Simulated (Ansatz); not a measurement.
Multireference treatment of C2H4S, singlet

Program: Ansatz, Gaussian basis, development build; CASPT2, NEVPT3, NEVPT4(SD) by development code. Basis cc-pVDZ on C/H, cc-pV(D+d)Z on S, nonrelativistic, 7 orbitals frozen in the corrections. State-specific CASSCF; RHF is the lowest restricted (open-shell) Hartree–Fock solution met. Letters tell apart solutions met in one space. No symmetry is imposed, so a solution can break that of the shape. The lowest solution met needn't be the lowest there is, nor hold the orbitals that a chemist would pick.

Geometry:

| atom | x (Å) | y (Å) | z (Å) |
| --- | --- | --- | --- |
| C | 0.0000 | -0.7397 | -0.7923 |
| S | 0.0000 | 0.0000 | 0.8635 |
| C | 0.0000 | 0.7397 | -0.7923 |
| H | -0.9139 | -1.2501 | -1.0769 |
| H | 0.9139 | -1.2501 | -1.0769 |
| H | 0.9139 | 1.2501 | -1.0769 |
| H | -0.9139 | 1.2501 | -1.0769 |

CASSCF less RHF, in eV, and natural occupations:

```json
{"CAS": "(2,2) a", "CASSCF": "-0.476", "occupations": "1.96, 0.04"}
{"CAS": "(2,2) b", "CASSCF": "-0.409", "occupations": "1.98, 0.02"}
```

What totals less RHF do the corrections give on each solution?



| CAS | SC-NEVPT2 | FIC-NEVPT2 | NEVPT3 | NEVPT4(SD) | CASPT2 (IPEA 0) |
| --- | --- | --- | --- | --- | --- |
| (2,2) a | -11.221 | -11.225 | -12.070 | -12.479 | -11.278 |
| (2,2) b | -11.120 | -11.121 | -12.008 | -12.451 | -11.274 |

In CAS(2,2), is the solution lowest in CASSCF also lowest after SC-NEVPT2?

Yes: (2,2) a stays lowest, 0.10 eV under the next.

How do single-reference totals in the same basis and frozen core stand against SC-NEVPT2 in CAS(2,2) a?

CCSD(T) -1.428 eV, CCSDT -1.445 eV. Coupled cluster stands on the determinant that it favours, which can lie over the RHF solution above, and is in doubt where the occupations are far from 0, 1 and 2.

Roughly how much CPU time does a whole run from the default start take (median of such runs, summed over threads; nearly all runs on one pinned thread of a shared server, mostly Xeon at 2.3 to 2.6 GHz, by a development driver)?

CAS(2,2) a: about 3.5 s. Other jobs ran beside these, and the count of passes differs.
